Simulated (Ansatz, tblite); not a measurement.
Dissociation curve of H₂, singlet.

- GFN2-xTB, 300 K electronic temperature (tblite)
- RMP2 = Ansatz (a program for electronic structure) with MP2 on RHF/cc-pVDZ, frozen core
- UCCSD(T) = CCSD(T) on UHF/cc-pVDZ, frozen core (Ansatz)

Energies are in kJ/mol, each relative to the lowest point of its own curve near equilibrium.

| R / Å | GFN2-xTB | RMP2 | UCCSD(T) |
|---|---|---|---|
| 0.60 | 62.1 | 61.1 | 64.2 |
| 0.64 | 33.2 | 30.4 | 32.8 |
| 0.68 | 14.8 | 11.7 | 13.3 |
| 0.71 | 6.5 | 3.9 | [?] |
| 0.74 | 1.8 | 0.4 | 0.6 |
| 0.75 | 0.9 | 0.0 | 0.1 |
| 0.77 | 0.0 | 0.4 | 0.0 |
| 0.79 | 0.2 | 2.1 | 1.2 |
| 0.81 | 1.2 | 5.0 | 3.6 |
| 0.86 | 7.3 | 16.4 | 13.7 |
| 0.93 | 22.3 | [?] | 35.0 |
| 1.02 | 48.7 | 78.2 | 70.1 |
| 1.14 | [?] | 136.1 | 122.5 |
| 1.25 | 129.5 | 190.8 | 170.8 |
| 1.34 | 161.3 | 234.7 | 208.4 |
| 1.50 | 215.2 | [?] | 268.0 |
| 1.64 | [?] | 366.0 | 311.1 |
| 1.85 | 316.8 | 439.9 | 359.5 |
| 1.98 | 348.1 | 477.9 | 380.6 |
| 2.24 | 400.3 | 536.9 | 407.7 |
| 2.62 | 453.4 | 587.4 | 425.0 |
| 3.00 | 484.3 | 602.7 | [?] |

**Question.** Complete the blanks.

**Answer.** 
- 0.71, UCCSD(T): 4.8
- 0.93, RMP2: 39.9
- 1.14, GFN2-xTB: 90.0
- 1.50, RMP2: 308.2
- 1.64, GFN2-xTB: 258.8
- 3.00, UCCSD(T): 430.8

The restricted form behind RMP2 keeps the bonding electrons paired and can't separate into open-shell fragments. The T1 diagnostic of CCSD on the restricted reference of RMP2 exceeds 0.045 at 1.98 to 3.00 Å. The unrestricted determinant behind UCCSD(T) is spin-contaminated at 1.25 to 3.00 Å (<S²> up to 1.0, against 0.00 for a pure singlet). With two correlated electrons CCSD is exact in the basis where it finds the lowest root (UCCSD(T)).
